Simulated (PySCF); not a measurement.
All of these have the formula C4H4O. Computed, not measured: TDDFT CAM-B3LYP/def2-SVPD, vertical, gas phase, core orbitals frozen in the response in PySCF 2.14.0, density-fitted response routines. Geometries: PBE0-D3(BJ)/def2-SVP; one conformer of each isolated species. Triplets are in the Tamm–Dancoff approximation.

A. `Cc1cc1=O`
B. `C(#C)CC=O`
C. `O=CC1=CC1`
D. `C(=CC=O)=C`

Lowest singlet levels (six at most, fewer where fewer were computed) with oscillator strengths:

1. 268 nm (f 0.000); 223 nm (f 0.000); 195 nm (f 0.006); 182 nm (f 0.083); 166 nm (f 0.049); 163 nm (f 0.000); T1 4.21 eV
2. 351 nm (f 0.001); 249 nm (f 0.174); 222 nm (f 0.001); 196 nm (f 0.001); 166 nm (f 0.000); 161 nm (f 0.018); T1 3.00 eV
3. 287 nm (f 0.000); 196 nm (f 0.001); 187 nm (f 0.009); 185 nm (f 0.002); 176 nm (f 0.002); 174 nm (f 0.006); T1 3.72 eV
4. 328 nm (f 0.000); 244 nm (f 0.000); 211 nm (f 0.287); 202 nm (f 0.000); 183 nm (f 0.222); 163 nm (f 0.008); T1 3.28 eV

Question: Match each spectrum to its molecule.

Answer: 1 = A, 2 = C, 3 = B, 4 = D.
- A: S1 at 4.63 eV, HOMO→LUMO (97%); Löwdin shares by element: HOMO oxygen 53%, carbon 40% or more; LUMO carbon 78% or more, hydrogen 8% or more; HOMO -8.21 and LUMO 0.37 eV; point group Cs, 3 of its 6 listed states under f = 0.0005.
- B: S1 at 4.32 eV, HOMO→LUMO (79%), HOMO-2→LUMO (17%); Löwdin shares by element: HOMO carbon 40% or more, oxygen 40% (atoms not listed hold the other 19%); LUMO carbon 50% or more, oxygen 33%, hydrogen 6% or more; HOMO -9.14 and LUMO 0.05 eV.
- C: S1 at 3.54 eV, HOMO-1→LUMO (95%); Löwdin shares by element: HOMO carbon 71% or more, oxygen 9% (atoms not listed hold the other 20%); LUMO carbon 66% or more, oxygen 23%; HOMO -9.13 and LUMO -1.21 eV.
- D: S1 at 3.78 eV, HOMO→LUMO (92%); Löwdin shares by element: HOMO oxygen 53%, carbon 25% or more, hydrogen 8% or more; LUMO carbon 62% or more, oxygen 20% (atoms not listed hold the other 18%); HOMO -9.01 and LUMO -0.78 eV; point group Cs, 3 of its 6 listed states under f = 0.0005.
